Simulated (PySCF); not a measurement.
methyl formate, C2H4O2, SMILES COC=O, point group Cs.

Force field and properties: PBE0/pcSseg-1 (PySCF, grid level 2). Vibrational terms come from second-order perturbation theory with semi-diagonal cubic constants, by steps of ±0.6 along the normal coordinates of each isotopologue. The parent has the commonest isotopes.

Equilibrium geometry (Å):

| atom | x | y | z |
| --- | --- | --- | --- |
| C1 | -1.3199 | 1.6648 | 0.7472 |
| O2 | -1.4205 | 1.5720 | -0.6744 |
| C3 | -0.2772 | 1.3338 | -1.3159 |
| O4 | 0.7959 | 1.1963 | -0.8021 |
| H5 | -0.9410 | 0.7282 | 1.1671 |
| H6 | -2.3321 | 1.8613 | 1.1016 |
| H7 | -0.6480 | 2.4800 | 1.0320 |
| H8 | -0.4765 | 1.2834 | -2.3992 |

Q: Give the equilibrium and ground-state rotational constants (MHz) of parent; ¹⁸O at 4; ¹³C at 1; ¹⁸O at 4, ²H at 6; ²H at 8; ²H at 6; ²H at 5, ²H at 6.

A: 
```csv
species,Ae,Be,Ce,A0,B0,C0,Δ0 (u Å²),harmonic ZPE (cm⁻¹)
parent,20297,6930.5,5341,20289,6821.7,5273,-3.151,13697
¹⁸O at 4,19832,6631.8,5131.2,19821,6529.1,5066.3,-3.148,13662
¹³C at 1,20079,6757.8,5223.2,20073,6651.5,5156.6,-3.150,13657
"¹⁸O at 4, ²H at 6",19786,6152.8,4836.9,19751,6064.8,4780.5,-3.200,12941
²H at 8,18727,6786.7,5143.6,18713,6681.1,5079.4,-3.154,12990
²H at 6,20266,6423.4,5032.8,20232,6330.5,4973.8,-3.203,12976
"²H at 5, ²H at 6",18775,6261.7,4908.3,18737,6181.9,4852.7,-4.580,12260
```

Δ0 = Ic − Ia − Ib from the ground-state constants.

Q: How is the parent's vibrational correction B0 − Be made up?

A: 
```
axis  harmonic  Coriolis  cubic  total (MHz)
   a      55.6     -82.4   18.4        -8.44
   b      15.1     -11.9   -112         -109
   c      5.12     -4.27  -68.8          -68
```

Q: And its quartic centrifugal distortion constants from the harmonic force field?

A: Asymmetric top, A reduction, Ir representation: ΔJ = 6.21 kHz, ΔJK = -21.6 kHz, ΔK = 79 kHz, δJ = 1.93 kHz, δK = 2.33 kHz.

A mode lies under 250 cm⁻¹, where this perturbation treatment is rough. Internal rotors are held in one well.
